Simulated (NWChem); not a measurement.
System: phosphine (PH3); SMILES P

Input file for NWChem:

```
start job
memory heap 200 mb stack 900 mb global 1100 mb
geometry units angstroms noautoz
  P      0.000000     0.000000     0.133607
  H      0.402764    -1.119327    -0.642141
  H     -1.170747     0.210859    -0.642141
  H      0.767983     0.908467    -0.642141
end
basis spherical
  * library pcseg-2
end
dft
  xc xpbe96 cpbe96
  iterations 150
  mulliken
end
task dft energy
```

Excerpt of the output:

```
             Northwest Computational Chemistry Package (NWChem) 7.3.0
             --------------------------------------------------------

 C3V symmetry detected

                             Geometry "geometry" -> ""
                             -------------------------

 Output coordinates in angstroms (scale by  1.889725989 to convert to a.u.)

  No.       Tag          Charge          X              Y              Z
 ---- ---------------- ---------- -------------- -------------- --------------
    1 P                   15.0000    -0.00000000    -0.00000000     0.12929133
    2 H                    1.0000     0.84116308     0.84116308    -0.64645667
    3 H                    1.0000     0.30788706    -1.14905014    -0.64645667
    4 H                    1.0000    -1.14905014     0.30788706    -0.64645667

 Effective nuclear repulsion energy (a.u.)      17.5381302066

      Symmetry information
      --------------------

 Group name             C3v
 Group number             17
 Group order               6
 No. of unique centers     2

  pbe96 is a nonlocal functional; adding pw91lda local functional.

                                 NWChem DFT Module
                                 -----------------

 Summary of "ao basis" -> "ao basis" (spherical)
 ------------------------------------------------------------------------------
       Tag                 Description            Shells   Functions and Types
 ---------------- ------------------------------  ------  ---------------------
 P                          pcseg-2                 12       34   5s4p2d1f
 H                          pcseg-2                  6       14   3s2p1d

      Symmetry analysis of basis
      --------------------------

        a1         23
        a2          5
        e          48

  Rotation of axis

            General Information
            -------------------
          SCF calculation type: DFT
          Wavefunction type:  closed shell.
          No. of atoms     :     4
          No. of electrons :    18
           Alpha electrons :     9
            Beta electrons :     9
          Charge           :     0
          Spin multiplicity:     1
          Use of symmetry is: on ; symmetry adaption is: on
          Maximum number of iterations: 150
          AO basis - number of functions:    76
                     number of shells:    30
          Convergence on energy requested:  1.00D-06
          Convergence on density requested:  1.00D-05
          Convergence on gradient requested:  5.00D-04

              XC Information
              --------------
          PerdewBurkeErnzerhof Exchange Functional  1.000
            Perdew 1991 LDA Correlation Functional  1.000 local
           PerdewBurkeErnz. Correlation Functional  1.000 non-local

             Grid Information
             ----------------
          Grid used for XC integration:  medium
          Radial quadrature: Mura-Knowles
          Angular quadrature: Lebedev.
          Tag              B.-S. Rad. Rad. Pts. Rad. Cut. Ang. Pts.
          ---              ---------- --------- --------- ---------
          P                   1.00       88           8.0       590
          H                   0.35       45           9.0       434
          Grid pruning is: on
          Number of quadrature shells:   133
          Spatial weights used:  Erf1

      Superposition of Atomic Density Guess
      -------------------------------------

 Sum of atomic energies:        -342.15050589

      Non-variational initial energy
      ------------------------------

 Total energy =    -342.360451
 1-e energy   =    -507.494134
 2-e energy   =     147.595553
 HOMO         =      -0.318141
 LUMO         =       0.073589

      Symmetry analysis of molecular orbitals - initial
      -------------------------------------------------

  Numbering of irreducible representations:

     1 a1          2 a2          3 e

  Orbital symmetries:

     1 a1          2 a1          3 e           4 e           5 a1
     6 a1          7 e           8 e           9 a1         10 a1
    11 e          12 e          13 e          14 e          15 a1
    16 e          17 e          18 a1         19 e

     ---------------------------------------------
      Total Density - Mulliken Population Analysis
     ---------------------------------------------

    Atom       Charge   Shell Charges
 -----------   ------   -------------------------------------------------------
    1 P   15    15.06   2.01  0.44  1.55  0.95  0.73  5.92  0.66  1.94  0.79  0.00  0.07  0.00
    2 H    1     0.98   0.35  0.50  0.10  0.00  0.03  0.00
    3 H    1     0.98   0.35  0.50  0.10  0.00  0.03  0.00
    4 H    1     0.98   0.35  0.50  0.10  0.00  0.03  0.00

   convergence    iter        energy       DeltaE   RMS-Dens  Diis-err
 ---------------- ----- ----------------- --------- --------- ---------
 d= 0,ls=0.0,diis     1   -342.9779778891 -3.61D+02  2.98D-03  4.10D-01
 d= 0,ls=0.0,diis     2   -342.9888939969 -1.09D-02  1.67D-03  1.58D-02
 d= 0,ls=0.0,diis     3   -342.9904026229 -1.51D-03  6.38D-04  5.65D-03
 d= 0,ls=0.0,diis     4   -342.9913136026 -9.11D-04  1.45D-04  7.87D-05
 d= 0,ls=0.0,diis     5   -342.9913234159 -9.81D-06  5.35D-05  2.79D-05
  Resetting Diis
 d= 0,ls=0.0,diis     6   -342.9913274688 -4.05D-06  1.36D-06  1.50D-08
 d= 0,ls=0.0,diis     7   -342.9913274716 -2.84D-09  2.32D-07  8.15D-11

         Total DFT energy =     -342.991327471611
      One electron energy =     -508.657791025287
           Coulomb energy =      172.278883364195
    Exchange-Corr. energy =      -24.150550017158
 Nuclear repulsion energy =       17.538130206639

 Numeric. integr. density =       17.999997568335

                  Occupations of the irreducible representations
                  ----------------------------------------------

[...]
```

Level: PBE/pcseg-2. The geometry was optimised at PBE0-D3(BJ)/def2-TZVP.
